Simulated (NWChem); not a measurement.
# [PH2]− (phosphanide): USVWN5/4-31G (smear 0.02 Eh, thermostat berendsen 100.0)

Aim: a short trajectory of [PH2]− (phosphanide). 

The calculation is run with NWChem 7.3.0.

2 further runs of the same task are left out: 2 set aside as unsound or not needed.

## 1. The system as given

The species is [PH2]− (3 atoms), meant as a singlet with charge -1. SMILES: `[PH2-]`. The coordinates come from a GFN2-xTB relaxation. The run starts from this shape.

Bond lengths: P1–H2 1.345 Å, P1–H3 1.345 Å. Angles: H2–P1–H3 91.0°.

## 2. Molecular dynamics at USVWN5/4-31G (smear 0.02 Eh, thermostat berendsen 100.0)

File h2p.nw:

```
start h2p
memory total 2200 mb
charge -1

geometry units angstrom noautosym nocenter
 zmatrix
   P
   H 1 r2
   H 1 r3 2 a3
 variables
   r2 1.345079
   r3 1.345112
   a3 90.9845
 end
end

basis spherical bse
 * library 4-31G
end

dft
 xc slater vwn_5
 odft
 grid coarse
 convergence energy 0.0001 lshift 0.1
 direct
 smear 0.02
 mulliken
 noprint "final vectors analysis"
end

qmd
 nstep_nucl 25
 dt_nucl 10
 targ_temp 300
 thermostat berendsen 100.0
 rand_seed 12781
 print_xyz 1
end

task dft qmd
```

Started as:

```
$ nwchem h2p.nw > h2p.out
```

The program printed:

```text
[...]
          Wavefunction type:  spin polarized.
          No. of atoms     :     3
          No. of electrons :    18
[...]
          Charge           :    -1
          Spin multiplicity:     1
[...]
          AO basis - number of functions:    17
[...]
              XC Information
              --------------
                        Slater Exchange Functional  1.000 local
                      VWN V Correlation Functional  1.000 local
[...]
 d= 0,ls=0.0,diis     1   -340.6529759763 -3.53D+02  4.51D-02  3.55D-01     0.1
[...]
         Total DFT energy =     -340.785930086483
[...]
  wavefunction    = open shell
[...]
         Total DFT energy =     -340.784251326741
[...]
         Total DFT energy =     -340.802257463897
[...]
         Total DFT energy =     -340.802109558823
[...]
         Total DFT energy =     -340.801867073614
[...]
 d= 0,ls=0.0,diis     5   -340.8015516823 -1.42D-08  3.28D-06  5.47D-10     5.8
[...]
         Total DFT energy =     -340.801551682341
      One electron energy =     -498.926314443910
           Coulomb energy =      170.509056263712
    Exchange-Corr. energy =      -22.848331736067
 Nuclear repulsion energy =       10.464038792729
[...]
      Total Density - Mulliken Population Analysis
     ---------------------------------------------
    Atom       Charge   Shell Charges
 -----------   ------   -------------------------------------------------------
    1 P   15    15.67   2.00  1.99  5.82  0.29  1.02  1.63  2.93
    2 H    1     1.17   0.45  0.72
    3 H    1     1.16   0.45  0.71
[...]
      <S2> =      0.0000 (Exact =     0.0000)
[...]
                         DFT ENERGY GRADIENTS
    atom               coordinates                        gradient
                 x          y          z           x          y          z
   1 P      -0.009780  -0.000121  -0.010832   -0.003407  -0.000005  -0.008150
   2 H      -0.059137   0.000084   2.942049   -0.004296  -0.000005   0.012547
   3 H       2.901222   0.003649  -0.110975    0.007703   0.000010  -0.004398
[...]
```

Run time: 6.6 s. Hardware: 1 thread of Intel Xeon Platinum 8488C (Sapphire Rapids), shared host; peak memory 0.11 GiB.

The path in brief:

| step | potential energy change (eV) | temperature (K) |
| --- | --- | --- |
| 1 | 0.0000 | 695 |
| 2 | 0.0339 | 407 |
| 3 | 0.0546 | 245 |
| 4 | 0.0612 | 201 |
| 5 | 0.0531 | 270 |
| 6 | 0.0308 | 437 |
| 7 | -0.0040 | 678 |
| 8 | -0.0484 | 966 |
| 9 | -0.0992 | 1274 |
| 10 | -0.1542 | 1576 |
| 11 | -0.2087 | 1851 |
| 12 | -0.2613 | 2085 |
| 13 | -0.3102 | 2269 |
| 14 | -0.3539 | 2398 |
| 15 | -0.3917 | 2470 |
| 16 | -0.4231 | 2489 |
| 17 | -0.4481 | 2459 |
| 18 | -0.4669 | 2386 |
| 19 | -0.4798 | 2278 |
| 20 | -0.4876 | 2142 |
| 21 | -0.4908 | 1986 |
| 22 | -0.4900 | 1816 |
| 23 | -0.4860 | 1639 |
| 24 | -0.4794 | 1460 |
| 25 | -0.4708 | 1284 |

## 3. Outcome

Level: USVWN5/4-31G (smear 0.02 Eh, thermostat berendsen 100.0).

```
                          quantity          value
potential energy of the last frame  -340.80155 Eh
```

Mulliken charges run from -0.67 on P1 to -0.16 on H3; they depend strongly on the basis. The run spans only 6 fs, so it is not equilibrated: the temperature averages 2083 K over its second half, against 695 K at the start.
